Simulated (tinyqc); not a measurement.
Inside a calculation (part 2 of 2). Method: G0W0 on RHF in the sto-6g basis, for H2O, spin multiplicity 1. Computed by tinyqc, a small Python program that keeps every step (integrals from PySCF). Command: `OMP_NUM_THREADS=1 python tinyqc.py 27486 27487 out.jsonl` (the two numbers bound the seeds that draw the settings). One thread of a shared host (Intel(R) Xeon(R) Processor @ 2.60GHz), about 0.1 s of CPU time with the checks.

Geometry (angstrom):
```
atom        x         y        z
O     0.00000   0.00000  0.00000
H     0.00000   0.76500  0.52400
H     0.00000  -0.76500  0.52400
```

## G0W0 on Hartree-Fock: HOMO

orbital energies (hartree): MO1 -20.49132, MO2 -1.28333, MO3 -0.64791, MO4 -0.44694, MO5 -0.39446, MO6 0.61502, MO7 0.78760

Two-electron integrals over orbitals (pq|rs), unique and non-zero (hartree):
```
(11|11) 4.76107    (21|11) -0.42550   (21|21) 0.06163    (22|11) 1.01768
(22|21) -0.01383   (22|22) 0.73087    (31|31) 0.01123    (32|31) 0.01788
(32|32) 0.14752    (33|11) 0.80760    (33|21) -0.00413   (33|22) 0.65049
(33|33) 0.64157    (41|11) 0.18358    (41|21) -0.02337   (41|22) 0.01633
(41|33) 0.00599    (41|41) 0.02966    (42|11) -0.12310   (42|21) 0.00963
(42|22) 0.00836    (42|33) 0.00701    (42|41) 0.01993    (42|42) 0.12441
(43|31) -0.00330   (43|32) 0.01855    (43|43) 0.04496    (44|11) 1.02537
(44|21) -0.01382   (44|22) 0.68598    (44|33) 0.60822    (44|41) -0.01241
(44|42) -0.10521   (44|44) 0.80769    (51|51) 0.02673    (52|51) 0.03231
(52|52) 0.14474    (53|53) 0.02931    (54|51) -0.01300   (54|52) -0.04491
(54|54) 0.05613    (55|11) 1.11708    (55|21) -0.01119   (55|22) 0.74960
(55|33) 0.63447    (55|41) 0.00451    (55|42) -0.06305   (55|44) 0.74072
(55|55) 0.88066    (61|11) -0.26680   (61|21) 0.04133    (61|22) -0.00247
(61|33) -0.00020   (61|41) -0.00271   (61|42) 0.02011    (61|44) -0.01912
(61|55) -0.00626   (61|61) 0.03585    (62|11) 0.32806    (62|21) -0.00818
(62|22) 0.14486    (62|33) 0.07580    (62|41) 0.01875    (62|42) 0.02035
(62|44) 0.09960    (62|55) 0.16310    (62|61) 0.00422    (62|62) 0.10322
(63|31) 0.00304    (63|32) -0.04496   (63|43) -0.02717   (63|63) 0.07448
(64|11) 0.19633    (64|21) -0.00090   (64|22) 0.08960    (64|33) 0.04019
(64|41) 0.00374    (64|42) -0.01913   (64|44) 0.11128    (64|55) 0.10463
(64|61) 0.00172    (64|62) 0.06186    (64|64) 0.05927    (65|51) 0.01675
(65|52) 0.06185    (65|54) -0.00322   (65|65) 0.03982    (66|11) 0.80515
(66|21) -0.00763   (66|22) 0.61360    (66|33) 0.57455    (66|41) 0.02199
(66|42) 0.06176    (66|44) 0.54841    (66|55) 0.58764    (66|61) 0.00680
(66|62) 0.09423    (66|64) 0.04245    (66|66) 0.59712    (71|31) 0.01617
(71|32) 0.02385    (71|43) -0.00497   (71|63) 0.00399    (71|71) 0.02337
(72|31) 0.01386    (72|32) 0.03941    (72|43) -0.03230   (72|63) 0.03570
(72|71) 0.01886    (72|72) 0.06102    (73|11) 0.36530    (73|21) -0.00740
(73|22) 0.13917    (73|33) 0.09292    (73|41) -0.00105   (73|42) -0.07152
(73|44) 0.16738    (73|55) 0.18897    (73|61) -0.00688   (73|62) 0.07975
(73|64) 0.06947    (73|66) 0.03712    (73|73) 0.14944    (74|31) -0.00949
(74|32) -0.07472   (74|43) 0.00626    (74|63) 0.04290    (74|71) -0.01331
(74|72) -0.01706   (74|74) 0.06553    (75|53) 0.02378    (75|75) 0.02462
(76|31) 0.01001    (76|32) 0.10371    (76|43) 0.04405    (76|63) -0.06922
(76|71) 0.01349    (76|72) -0.00863   (76|74) -0.05678   (76|76) 0.12038
(77|11) 0.88650    (77|21) -0.00960   (77|22) 0.62981    (77|33) 0.61748
(77|41) 0.00370    (77|42) -0.01464   (77|44) 0.61857    (77|55) 0.63174
(77|61) -0.00586   (77|62) 0.07252    (77|64) 0.03847    (77|66) 0.56881
(77|73) 0.09807    (77|77) 0.62722
```

excitation energies w (hartree): 1.08620  1.13472  1.23031  1.29224  1.45854  1.66770  2.14871  2.19437  21.17792  21.32562

X + Y:
```
           1         2        3         4         5         6         7         8
1>6  0.00000  -0.00049  0.00000   0.00000   0.00000   0.00138  -0.00040   0.00000
1>7  0.00000   0.00000  0.00000   0.00205   0.00106   0.00000   0.00000  -0.00356
2>6  0.00000  -0.10411  0.00000   0.00000   0.00000  -0.35905   0.88187   0.00000
2>7  0.00000   0.00000  0.00000   0.09213  -0.05093   0.00000   0.00000   0.96800
3>6  0.00000   0.00000  0.00000  -0.60742   0.73051   0.00000   0.00000   0.05959
3>7  0.00000  -0.20270  0.00000   0.00000   0.00000   0.86347   0.26022   0.00000
4>6  0.00000   0.94838  0.00000   0.00000   0.00000   0.11448   0.09530   0.00000
4>7  0.00000   0.00000  0.00000   0.76787   0.56853   0.00000   0.00000  -0.02315
5>6  0.96404   0.00000  0.00000   0.00000   0.00000   0.00000   0.00000   0.00000
5>7  0.00000   0.00000  0.98020   0.00000   0.00000   0.00000   0.00000   0.00000

            9        10
1>6   0.99831   0.00000
1>7   0.00000   0.99890
2>6   0.00007   0.00000
2>7   0.00000   0.00035
3>6   0.00000   0.00004
3>7  -0.00009   0.00000
4>6   0.00002   0.00000
4>7   0.00000  -0.00015
5>6   0.00000   0.00000
5>7   0.00000   0.00000
```

W(p,q,m) = sqrt2 sum_ia (pq|ia) (X+Y)_ia,m; Sigma_c(x) = sum_(i,m) W^2/(x - e_i + w_m) + sum_(a,m) W^2/(x - e_a - w_m); solve x = e_p + Sigma_c(x) by Newton steps; Z = 1/(1 - dSigma/dx); 1 hartree = 27.211386 eV.

The 12 largest terms at x = e_p (hartree; W for the signs of X + Y given):
```
q  m         W      term
5  7   0.28705   0.03835
5  6   0.16486   0.01630
2  1   0.08433   0.00360
5  2   0.06215   0.00340
6  1   0.05429  -0.00141
3  3   0.03296   0.00073
7  3   0.03412  -0.00048
1  1   0.02284  2.46e-05
4  1  -0.00439  1.69e-05
5  9  -0.00884  3.69e-06
```

Newton steps (hartree):
```
step         x  Sigma_c(x)        Z
0     -0.39446     0.06054  0.96728
1     -0.33590     0.05862  0.96913
2     -0.33585     0.05862  0.96913
```

quasiparticle energy of the HOMO = -9.13889 eV

Hartree-Fock value = -10.73391 eV

## G0W0 on Hartree-Fock: LUMO

As before.

The 12 largest terms at x = e_p (hartree; W for the signs of X + Y given):
```
q  m         W      term
6  7   0.13690  -0.00872
7  5  -0.11652  -0.00832
2  7   0.16642   0.00684
3  5   0.10887   0.00436
4  7   0.11071   0.00382
4  6   0.06302   0.00145
5  1   0.05429   0.00141
4  2   0.05046   0.00116
6  2   0.03241  -0.00093
2  6   0.05500   0.00085
3  8   0.05372   0.00083
2  2   0.04491   0.00066
```

Newton steps (hartree):
```
step        x  Sigma_c(x)        Z
0     0.61502     0.00340  0.98331
1     0.61836     0.00334  0.98329
2     0.61836     0.00334  0.98329
```

quasiparticle energy of the LUMO = 16.82636 eV

Hartree-Fock value = 16.73542 eV
